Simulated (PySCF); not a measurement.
**AlH2F (SMILES [H][Al]([H])[F]) at MP2/def2-QZVPP**

Aim: the vertical ionisation energy of AlH2F at MP2/def2-QZVPP, from 2 runs. Input form: a Python script.

The calculation is run with PySCF 2.14.0.

**1. The system as given**

AlH2F has 4 atoms, charge 0, and is taken as a singlet. SMILES: `[H][Al]([H])[F]`. Geometry: a GFN2-xTB relaxation, a rough one for these elements and not checked as a minimum.

Bond lengths: Al1–F4 1.642 Å, Al1–H2 1.528 Å, Al1–H3 1.528 Å. Angles: H2–Al1–F4 119.2°, H3–Al1–F4 119.2°, H2–Al1–H3 121.7°.

**2. A single-point energy at MP2/def2-QZVPP**

calc.py reads:

```python
from pyscf import gto, mp

mol = gto.Mole()
mol.atom = 'Al 0.019600 0.032680 0.000940; H 1.546910 -0.017870 0.014080; H -0.738990 1.358820 -0.019420; F -0.827520 -1.373630 0.004400'
mol.spin = 0
mol.charge = 0
mol.basis = 'def2-qzvpp'
mol.max_memory = 1860
mol.verbose = 4
mol.build()

mf = mol.RHF()
mf.conv_tol = 1e-10
mf.kernel()
if not mf.converged:
    mf = mf.newton().run(mf.mo_coeff, mf.mo_occ)

pt = mp.MP2(mf, frozen=6).run()
energy = pt.e_tot
print('E = %.10f Eh' % energy)
```

Run with:

```sh
$ OMP_NUM_THREADS=1 python calc.py
```

The program printed:

```text
PySCF version 2.14.0

[INPUT] num. atoms = 4
[INPUT] num. electrons = 24
[INPUT] charge = 0
[INPUT] spin (= nelec alpha-beta = 2S) = 0
[INPUT] symmetry False subgroup None
[INPUT] Mole.unit = angstrom
[INPUT] Symbol           X                Y                Z      unit          X                Y                Z       unit  Magmom
[INPUT]  1 Al     0.019600000000   0.032680000000   0.000940000000 AA    0.037038632041   0.061756249751   0.001776342557 Bohr   0.0
[INPUT]  2 H      1.546910000000  -0.017870000000   0.014080000000 AA    2.923236239351  -0.033769405846   0.026607343834 Bohr   0.0
[INPUT]  3 H     -0.738990000000   1.358820000000  -0.019420000000 AA   -1.396488708792   2.567797652581  -0.036698481339 Bohr   0.0
[INPUT]  4 F     -0.827520000000  -1.373630000000   0.004400000000 AA   -1.563786162600  -2.595784496486   0.008314794948 Bohr   0.0

nuclear repulsion = 50.3982135964249
number of shells = 59
number of NR pGTOs = 248
number of NR cGTOs = 187
basis = def2-qzvpp
ecp = {}

******** <class 'pyscf.scf.hf.RHF'> ********
method = RHF
initial guess = minao
damping factor = 0
level_shift factor = 0
DIIS = <class 'pyscf.scf.diis.CDIIS'>
diis_start_cycle = 1
diis_space = 8
diis_damp = 0
SCF conv_tol = 1e-10
SCF conv_tol_grad = None
SCF max_cycles = 50
direct_scf = True
direct_scf_tol = 1e-13
Set gradient conv threshold to 1e-05
Initial guess from minao.
init E= -342.304097469708
  HOMO = -0.338592138957161  LUMO = 0.00390412873776424  gap/eV = 9.31980
cycle= 1 E= -342.590701552806  delta_E= -0.287  |g|= 0.525  |ddm|=  1.2
  HOMO = -0.453800337042892  LUMO = 0.0237249308100103  gap/eV = 12.99412
cycle= 2 E= -342.629959038861  delta_E= -0.0393  |g|= 0.375  |ddm|= 0.344
  HOMO = -0.451351075956467  LUMO = 0.0292775761543655  gap/eV = 13.07857
cycle= 3 E= -342.648206326049  delta_E= -0.0182  |g|= 0.0298  |ddm|= 0.107
  HOMO = -0.445204998989446  LUMO = 0.0335336837466898  gap/eV = 13.02714
cycle= 4 E= -342.648699272102  delta_E= -0.000493  |g|= 0.00631  |ddm|= 0.0394
  HOMO = -0.445844763255032  LUMO = 0.0332816816047581  gap/eV = 13.03769
cycle= 5 E= -342.648714352178  delta_E= -1.51e-05  |g|= 0.00134  |ddm|= 0.00681
  HOMO = -0.445982235195167  LUMO = 0.0332278535511095  gap/eV = 13.03997
cycle= 6 E= -342.648714936239  delta_E= -5.84e-07  |g|= 0.000233  |ddm|= 0.00121
  HOMO = -0.445993488055549  LUMO = 0.0332242065077814  gap/eV = 13.04018
cycle= 7 E= -342.64871496517  delta_E= -2.89e-08  |g|= 6.63e-05  |ddm|= 0.000248
  HOMO = -0.445993306845345  LUMO = 0.0332252028458961  gap/eV = 13.04020
cycle= 8 E= -342.648714967645  delta_E= -2.47e-09  |g|= 1.52e-05  |ddm|= 8.11e-05
  HOMO = -0.445992714036713  LUMO = 0.033225903050834  gap/eV = 13.04020
cycle= 9 E= -342.648714967792  delta_E= -1.47e-10  |g|= 2.94e-06  |ddm|= 2.23e-05
  HOMO = -0.445992706912143  LUMO = 0.0332259662425496  gap/eV = 13.04020
cycle= 10 E= -342.648714967797  delta_E= -4.77e-12  |g|= 5.27e-07  |ddm|= 3.36e-06
  HOMO = -0.445992729924008  LUMO = 0.0332259681093088  gap/eV = 13.04020
Extra cycle  E= -342.648714967797  delta_E= 5.68e-14  |g|= 2.07e-07  |ddm|= 9.56e-07
converged SCF energy = -342.648714967797

******** <class 'pyscf.mp.mp2.RMP2'> ********
nocc = 6, nmo = 181
frozen orbitals 6
E(RMP2) = -343.017327689823  E_corr = -0.368612722026444
E(SCS-RMP2) = -343.021719446205  E_corr = -0.373004478407951
E_corr(same-spin) = -0.0799970631043639
E_corr(oppo-spin) = -0.28861565892208
E = -343.0173276898 Eh
```

It took 19 s on 1 thread of Arm Neoverse V1, shared host; peak memory 1.4 GiB.

**3. The doublet cation**

input.py reads:

```python
from pyscf import gto, mp

mol = gto.M(
    atom='Al 0.019600 0.032680 0.000940; H 1.546910 -0.017870 0.014080; H -0.738990 1.358820 -0.019420; F -0.827520 -1.373630 0.004400',
    verbose=3,
    charge=1,
    basis='def2-qzvpp',
    spin=1,
    max_memory=1860,
)

mf = mol.UHF()
mf.conv_tol = 1e-10
mf.kernel()
if not mf.converged:
    mf = mf.newton().run(mf.mo_coeff, mf.mo_occ)

pt = mp.MP2(mf, frozen=6).run()
e_tot = pt.e_tot
print(f'total energy: {e_tot:.8f} hartree')
```

Run with:

```sh
$ OMP_NUM_THREADS=1 python input.py
```

The program printed:

```text
converged SCF energy = -342.239000325019  <S^2> = 0.82892714  2S+1 = 2.0774283
E(UMP2) = -342.581648448921  E_corr = -0.342648123902235
E(SCS-UMP2) = -342.580918693249  E_corr = -0.341918368229603
total energy: -342.58164845 hartree
```

Wall time 68 s (1 thread of Arm Neoverse V1, shared host); peak memory 2.4 GiB.

**4. What came out**

Level: MP2/def2-QZVPP, 6 core orbitals frozen.

| quantity | value |
| --- | --- |
| singlet AlH2F: total energy | -343.01733 Eh |
| singlet AlH2F: dipole moment (Hartree–Fock density) | 1.35 D |
| singlet AlH2F: HOMO energy (Hartree–Fock orbitals) | -12.14 eV |
| singlet AlH2F: LUMO energy (Hartree–Fock orbitals) | 0.90 eV |
| singlet AlH2F: HOMO–LUMO gap (Hartree–Fock orbitals) | 13.04 eV |
| singlet AlH2F: correlation energy (6 core orbitals frozen) | -368.6 mEh |
| doublet cation: total energy | -342.58165 Eh |
| doublet cation: HOMO energy (Hartree–Fock orbitals) (highest over α and β) | -20.01 eV |
| doublet cation: LUMO energy (Hartree–Fock orbitals) (lowest over α and β) | -10.25 eV |
| doublet cation: correlation energy (6 core orbitals frozen) | -342.6 mEh |
| doublet cation: ⟨S²⟩ of the reference determinant | 0.829 |
| vertical ionisation energy (to the doublet cation) | 11.855 eV |

What this shows: The vertical ionisation energy comes to 11.86 eV (273 kcal/mol).
